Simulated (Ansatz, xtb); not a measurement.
System: hydrogen peroxide, H2O2, charge 0, multiplicity 1. SMILES: OO
Coordinates optimised at B3LYP-D3(BJ)/def2-TZVP (Ansatz, a program for electronic structure):
```
O
H 1 0.9680
O 1 1.4504 2 100.54
H 3 0.9680 1 100.54 2 115.91
```

Harmonic wavenumbers from GFN2-xTB (xtb, at its own minimum), cm⁻¹: 246, 1108, 1156, 1355, 3539, 3542.

**Question.** Give the harmonic wavenumbers at B3LYP-D3(BJ)/def2-TZVP (Ansatz, finite differences of forces, unscaled).

**Answer.** 368, 949, 1313, 1440, 3744, 3745 cm⁻¹. Zero-point energy 16.5 kcal/mol.

**Question.** From these and the geometry, give the ideal-gas thermochemistry at 298.15 K and 1 atm (rigid rotor, harmonic oscillator).

**Answer.** Point group C2, rotational symmetry number 2. Rotational constants 302.5, 26.49, 25.55 GHz. S(trans) 36.50, S(rot) 16.62, S(vib) 1.25, S(elec, spin only) 0.00, S 54.4 cal/(mol K). H(298) - H(0) 2.62 kcal/mol; G - E(el) 2.9 kcal/mol. Tabulated S at 1 bar: 55.6 cal/(mol K) (CRC Handbook, as tabulated in the package chemicals); it can hold hindered rotation or other conformers, which this model lacks.
